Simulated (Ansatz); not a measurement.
Solid iodine, treated with PBE (Ansatz, an electronic-structure program, PAW).

Numerical settings: plane-wave cutoff 520 eV, 8×8×4 k mesh (along the axes of the cell as run), Fermi–Dirac smearing 0.01 eV, scalar-relativistic PAW data made under PBE.

Response to compression and expansion:

Shape and atoms are relaxed at each volume.

| V (Å³/atom) | P (GPa) | direct gap at Γ (eV) | smallest gap on the k mesh (eV) | c (Å) |
|---|---|---|---|---|
| 49.446 | 0.08 | 1.067 | 1.001 | 9.821 |
| 50.476 | 0.03 | 1.073 | 1.013 | 9.821 |
| 51.507 | 0.00 | 1.082 | 1.026 | 9.817 |
| 52.537 | -0.02 | 1.088 | 1.034 | 9.818 |
| 53.567 | -0.04 | 1.085 | 1.034 | 9.827 |

The fundamental gap (1.02 eV at the equilibrium volume, with added k points) lies elsewhere than Γ–Γ.

Note: for a layered or molecular solid the relaxed cell lies over 5 % above the published volume, where the minimum can be shallow; the cell comes from a level without a dispersion term, which matters for the spacing of layers, chains or molecules.

Spin–orbit coupling is not included; with these elements it can move the gap by several tenths of an eV or more.
